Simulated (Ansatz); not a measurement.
# AlH3O (AlH2(OH)) at CCSDT/STO-3G

What is the vertical ionisation energy of AlH3O (AlH2(OH)) at CCSDT/STO-3G? 

The calculation is run with Ansatz 0.2.0.

56 further runs of the same task are left out: 56 set aside as unsound or not needed.

### Step 1. The system as given

AlH3O: 5 atoms, total charge 0, spin state singlet. As SMILES, `[H][Al]([H])[OH]`. Geometry: a GFN2-xTB relaxation, a rough one for these elements and not checked as a minimum.

Bond lengths: Al1–O4 1.636 Å, Al1–H2 1.532 Å, Al1–H3 1.531 Å, O4–H5 0.949 Å. Angles: Al1–O4–H5 179.6°, H2–Al1–O4 120.0°, H3–Al1–O4 120.0°, H2–Al1–H3 120.0°.

### Step 2. A single-point energy at CCSDT/STO-3G

File molecule.yaml:

```yaml
crystal:
  periodic: [false, false, false]
  atoms:
    - symbol: Al
      position_ang: [0.271770, 0.451120, -0.109270]
    - symbol: H
      position_ang: [1.798980, 0.417230, -0.221380]
    - symbol: H
      position_ang: [-0.481020, 1.769010, -0.311810]
    - symbol: O
      position_ang: [-0.555450, -0.920030, 0.226660]
    - symbol: H
      position_ang: [-1.034280, -1.717330, 0.415800]
basis:
  gaussian:
    orbitals: STO-3G
correlation:
  method: ccsdt
  frozen_orbitals: {Al: 5, H: 0, O: 1}
accuracy: high
scf:
  omitted_lower_state_checks: [cluster_reference, increment]
```

Run with:

```bash
$ ansatz run molecule.yaml --threads 1 --pin off --max-ram 2610MiB --events-out events.jsonl --progress --plain --runs-dir runs
```

What it wrote, shortened:

```text
Warning: RAYON_NUM_THREADS=1 ignored (pool sized by the plan → 1); use --threads N
Functional definition: HF
  name "HF"
[...]
288 factors; integrals over basis functions are off by at most 2.9e-8 eV
[...]
mean field -8560.24634855 eV, -314.5832509658 hartree, gradient 4.8e-9 eV, S^2 0.000000; 0 other end points of the search recorded, 0 dependent functions left out
6 core orbitals not correlated: weight in the atoms' cores, before any rotation towards them, 0.999 or more for the frozen orbitals, at most 0.000 for the correlated occupied ones
reference -8560.24634855 eV, -314.5832509658 hartree; 6, 6 occupied and 5, 5 virtual orbitals, 288 factors
second order -1.65830148 eV of doubles, -0.00000000 eV of singles
cycle   1  -1.94780566 eV  change   -2.9e-1 eV  update   7.6e-2
[...]
cycle  22  -2.26250352 eV  change   1.9e-10 eV  update  6.3e-10
Total energy: -8562.50885207 eV, -314.6663964365 hartree
Checks for a lower state left out: cluster_reference, increment
```

Run time: 0.51 s. Hardware: 1 thread of Intel Xeon Platinum 8259CL at 2.50GHz (Skylake/Cascade Lake), shared host.

### Step 3. The doublet cation

File job.yaml:

```yaml
crystal:
  periodic: [false, false, false]
  atoms:
    - symbol: Al
      position_ang: [0.271770, 0.451120, -0.109270]
    - symbol: H
      position_ang: [1.798980, 0.417230, -0.221380]
    - symbol: H
      position_ang: [-0.481020, 1.769010, -0.311810]
    - symbol: O
      position_ang: [-0.555450, -0.920030, 0.226660]
    - symbol: H
      position_ang: [-1.034280, -1.717330, 0.415800]
basis:
  gaussian:
    orbitals: STO-3G
scf:
  omitted_lower_state_checks: [cluster_reference, increment]
total_charge: 1
correlation:
  method: ccsdt
  frozen_orbitals: {Al: 5, H: 0, O: 1}
magnetization:
  spin_polarized: true
  initial_magnetization: 1
accuracy: high
```

Run with:

```bash
$ ansatz run job.yaml --threads 1 --pin off --max-ram 2610MiB --events-out events.jsonl --progress --plain --runs-dir runs
```

What it wrote, shortened:

```text
Warning: RAYON_NUM_THREADS=1 ignored (pool sized by the plan → 1); use --threads N
[... 2 set-up lines as earlier in the session ...]
[...]
287 factors; integrals over basis functions are off by at most 2.9e-8 eV
[...]
mean field -8554.81364734 eV, -314.3836028789 hartree, gradient 6.4e-8 eV, S^2 0.756369; 5 other end points of the search recorded, 0 dependent functions left out
6 core orbitals not correlated: weight in the atoms' cores, before any rotation towards them, 0.999 or more for the frozen orbitals, at most 0.001 for the correlated occupied ones
reference -8554.81364734 eV, -314.3836028789 hartree; 6, 5 occupied and 5, 6 virtual orbitals, 287 factors
second order -1.32209240 eV of doubles, -0.00000000 eV of singles
cycle   1  -1.68469245 eV  change   -3.6e-1 eV  update   6.0e-2
[...]
cycle  34  -2.05638143 eV  change    1.0e-9 eV  update  7.3e-10
Total energy: -8556.87002878 eV, -314.4591735027 hartree
Checks for a lower state left out: cluster_reference, increment
```

It took 1.1 s on 1 thread of Intel Xeon Platinum 8259CL at 2.50GHz (Skylake/Cascade Lake), shared host.

### Step 4. Results

At CCSDT/STO-3G, 6 core orbitals frozen:

| quantity | value |
| --- | --- |
| singlet AlH3O: total energy | -314.66640 Eh |
| singlet AlH3O: correlation energy (6 core orbitals frozen) | -83.1 mEh |
| singlet AlH3O: T1 diagnostic | 0.018 |
| doublet cation: total energy | -314.45917 Eh |
| doublet cation: correlation energy (6 core orbitals frozen) | -75.6 mEh |
| doublet cation: ⟨S²⟩ of the reference determinant | 0.756 |
| doublet cation: T1 diagnostic | 0.038 |
| vertical ionisation energy (to the doublet cation) | 5.639 eV |

**Reading.** Removing an electron at fixed nuclei costs 5.64 eV (130 kcal/mol). In a minimal basis such a difference can be off by several eV, whatever the method.
